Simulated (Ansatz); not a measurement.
## Strength of the C–C bond: C4H9F → C3H6F + CH3

Species: C4H9F (1-fluorobutane) `CCCCF`, singlet; C3H6F `[CH2]CCF`, doublet; CH3 `[CH3]`, doublet. 

Shapes, held fixed at every level: PBE0-D4/def2-TZVP. Flexible molecules stand in one conformer, not always the lowest. Programs: Ansatz 0.2.0. The zero-point and thermal change to 298 K, harmonic and unscaled (PBE0-D4/def2-TZVP), is -28.2 kJ/mol.

| level | kind | ΔH(298 K) (kJ/mol) | less CCSD(T)/CBS estimate |
| --- | --- | --- | --- |
| MP2/def2-TZVPP | perturbation theory | +387.5 | +11.0 |
| HF/def2-TZVPP | Hartree–Fock | +240.5 | -136.0 |
| B3LYP-D4/def2-TZVPP | global hybrid | +353.6 | -22.9 |
| BHLYP-D4/def2-TZVPP | global hybrid | +344.4 | -32.1 |
| r2SCAN0-D4/def2-TZVPP | global hybrid | +337.9 | -38.6 |
| CCSD(T)/def2-SVP | coupled cluster or CI | +372.4 | -4.1 |
| CCSD/def2-SVP | coupled cluster or CI | +363.6 | -12.9 |
| CCSD(T)/CBS estimate | coupled cluster or CI | +376.5 | 0.0 |

The highest level, CCSD(T)/CBS estimate, gives ΔH(298 K) = +376.5 kJ/mol; the levels span +240.5 to +387.5. The column of differences is taken from that level and isn't an error. Hartree–Fock misses the correlation of the pair that is broken and comes out low. No measured value is set beside it here. Open shells run unrestricted. The CBS estimate extrapolates MP2 from def2-TZVPP and def2-QZVPP and adds CCSD(T) − MP2 in the triple-zeta set, cores frozen.
